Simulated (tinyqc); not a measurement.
Worked calculation: geometry optimisation on the RHF/sto-3g surface (energies and gradients from PySCF), for HF, spin multiplicity 1. Computed by tinyqc, a small Python program that keeps every step (integrals from PySCF). Settings: charge = 0, multiplicity = 1, basis = sto-3g, optimiser = bfgs, first Hessian = 1.0, largest step = 0.1, iteration cap = 30. Command: `OMP_NUM_THREADS=1 python tinyqc.py 30251 30252 out.jsonl` (the two numbers bound the seeds that draw the settings). One thread of a shared host (Intel(R) Xeon(R) Processor @ 2.60GHz), about 0.3 s of CPU time with the checks.

## Step 1: energy and gradient

positions at the start (bohr), order 1F, 2H:
$$\begin{pmatrix}
0.00000 & 0.00000 & 0.00000 \\
0.00000 & 0.00000 & 1.68564
\end{pmatrix}$$

Self-consistent energy and analytic gradient at these positions.

energy = -98.5669267 hartree

gradient (hartree/bohr), order 1F, 2H:
$$\begin{pmatrix}
0.0000000 & 0.0000000 & 0.1051463 \\
0.0000000 & 0.0000000 & -0.1051463
\end{pmatrix}$$

## Step 1: move

Quasi-Newton step p = -H^(-1) g (first H = 1 times the unit matrix); steps longer than 0.1 bohr are cut back (factor 0.672 here).

positions after step 1 (bohr), order 1F, 2H:
$$\begin{pmatrix}
0.00000 & 0.00000 & -0.07071 \\
0.00000 & 0.00000 & 1.75635
\end{pmatrix}$$

## Step 2: energy and gradient

As before.

energy = -98.5726835 hartree

gradient (hartree/bohr), order 1F, 2H:
$$\begin{pmatrix}
0.0000000 & 0.0000000 & -0.0150798 \\
0.0000000 & 0.0000000 & 0.0150798
\end{pmatrix}$$

## Step 2: move

inverse Hessian in use (bohr^2/hartree):
$$\begin{pmatrix}
1.00000 & 0.00000 & 0.00000 & 0.00000 & 0.00000 & 0.00000 \\
0.00000 & 1.00000 & 0.00000 & 0.00000 & 0.00000 & 0.00000 \\
0.00000 & 0.00000 & 0.79407 & 0.00000 & 0.00000 & 0.20593 \\
0.00000 & 0.00000 & 0.00000 & 1.00000 & 0.00000 & 0.00000 \\
0.00000 & 0.00000 & 0.00000 & 0.00000 & 1.00000 & 0.00000 \\
0.00000 & 0.00000 & 0.20593 & 0.00000 & 0.00000 & 0.79407
\end{pmatrix}$$

Quasi-Newton step p = -H^(-1) g (the inverse Hessian comes from BFGS updates; coordinates in the order x, y, z of each atom); steps longer than 0.1 bohr are cut back.

positions after step 2 (bohr), order 1F, 2H:
$$\begin{pmatrix}
0.00000 & 0.00000 & -0.06184 \\
0.00000 & 0.00000 & 1.74748
\end{pmatrix}$$

## Convergence

Stop when the largest gradient component is below 3e-5 hartree/bohr. The inverse Hessian follows the BFGS update with s = step, y = change of gradient.

Course of the optimisation:
```
step  E (hartree)  largest gradient (hartree/bohr)
1     -98.5669267                         1.05e-01
2     -98.5726835                         1.51e-02
3     -98.5728423                         2.71e-03
4     -98.5728473                         9.23e-05
5     -98.5728473                         5.39e-07
```

Final distances (angstrom):
```
pair   distance
2H-1F   0.95546
```

Converged in 5 steps.
